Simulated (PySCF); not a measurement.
Species: C4H6NO (charge +1).
Bonds: C1–N2, N2–C3 (aromatic), C3–C4 (aromatic), C4–O5 (aromatic), O5–C6 (aromatic), N2–C6 (aromatic). Hydrogens: H7, H8, H9 on C1; H10 on C3; H11 on C4; H12 on C6.

The same species was optimised twice, with GFN2-xTB and with PBE0-D3(BJ)/def2-SVP (PySCF), and the same property calculations (PySCF, gas phase) were run on both structures.

```
  coordinate  GFN2-xTB  PBE0-D3(BJ)/def2-SVP  change
   C1–N2 (Å)     1.436                 1.459  +0.023
   N2–C3 (Å)     1.371                 1.389  +0.018
   C4–O5 (Å)     1.340                 1.358  +0.018
   C3–C4 (Å)     1.358                 1.352  -0.006
   N2–C6 (Å)     1.321                 1.315  -0.006
   O5–C6 (Å)     1.300                 1.302  +0.002
C1–N2–C6 (°)     127.5                 126.6    -0.9
C3–N2–C6 (°)     107.0                 107.6    +0.6
N2–C6–O5 (°)     110.9                 110.5    -0.4
C4–O5–C6 (°)     107.8                 108.1    +0.3
C1–N2–C3 (°)     125.5                 125.8    +0.3
N2–C3–C4 (°)     106.1                 105.8    -0.3
C3–C4–O5 (°)     108.3                 108.0    -0.3
```

Rotational constants: A = 9339, B = 3611, C = 2647 MHz (GFN2-xTB) against A = 9159, B = 3582, C = 2619 MHz (PBE0-D3(BJ)/def2-SVP). Atoms that the bonding makes alike are paired by their places after alignment.

On the GFN2-xTB structure: lowest singlet, TDDFT (eV) 6.22 [CAM-B3LYP/def2-SVPD]; lowest triplet, Tamm–Dancoff (eV) 4.27 [CAM-B3LYP/def2-SVPD]; isotropic polarisability (au) 48.8 [CAM-B3LYP/def2-SVPD]; HOMO (eV) -14.59 [CAM-B3LYP/def2-SVPD]; LUMO (eV) -5.21 [CAM-B3LYP/def2-SVPD]; HOMO (eV) -13.31 [PBE0/pcSseg-1]; LUMO (eV) -6.34 [PBE0/pcSseg-1]; GIAO shielding of C1 (ppm) 151.5 [PBE0/pcSseg-1]; GIAO shielding of N2 (ppm) 44.6 [PBE0/pcSseg-1]; GIAO shielding of C3 (ppm) 54.4 [PBE0/pcSseg-1]; GIAO shielding of C4 (ppm) 32.4 [PBE0/pcSseg-1]; GIAO shielding of O5 (ppm) 3.9 [PBE0/pcSseg-1]; GIAO shielding of C6 (ppm) 29.0 [PBE0/pcSseg-1].

**Question.** What do these properties become on the PBE0-D3(BJ)/def2-SVP structure?

**Answer.** 
```tsv
property	level	on GFN2-xTB	on PBE0-D3(BJ)/def2-SVP	change
lowest singlet, TDDFT (eV)	CAM-B3LYP/def2-SVPD	6.22	6.32	+0.10
lowest triplet, Tamm–Dancoff (eV)	CAM-B3LYP/def2-SVPD	4.27	4.40	+0.13
isotropic polarisability (au)	CAM-B3LYP/def2-SVPD	48.8	49.3	+0.5
HOMO (eV)	CAM-B3LYP/def2-SVPD	-14.59	-14.65	-0.06
LUMO (eV)	CAM-B3LYP/def2-SVPD	-5.21	-5.16	+0.05
energy, GFN2-xTB geometry as zero (kcal/mol)	CAM-B3LYP/def2-SVPD	0.0	-1.2	-1.2
HOMO (eV)	PBE0/pcSseg-1	-13.31	-13.36	-0.05
LUMO (eV)	PBE0/pcSseg-1	-6.34	-6.28	+0.06
energy, GFN2-xTB geometry as zero (kcal/mol)	PBE0/pcSseg-1	0.0	-0.8	-0.8
GIAO shielding of C1 (ppm)	PBE0/pcSseg-1	151.5	147.3	-4.2
GIAO shielding of N2 (ppm)	PBE0/pcSseg-1	44.6	43.1	-1.5
GIAO shielding of C3 (ppm)	PBE0/pcSseg-1	54.4	53.9	-0.5
GIAO shielding of C4 (ppm)	PBE0/pcSseg-1	32.4	30.9	-1.5
GIAO shielding of O5 (ppm)	PBE0/pcSseg-1	3.9	-0.7	-4.6
GIAO shielding of C6 (ppm)	PBE0/pcSseg-1	29.0	28.2	-0.8
```

The heavy atoms differ by 0.014 Å rms after alignment. Among bonds between heavy atoms C1–N2 changes most (+0.023 Å). Changes are differences of the printed values. Neither structure is proved a minimum here. Geometry: PBE0-D3(BJ)/def2-SVP; no solvent, vibrations or thermal averaging.
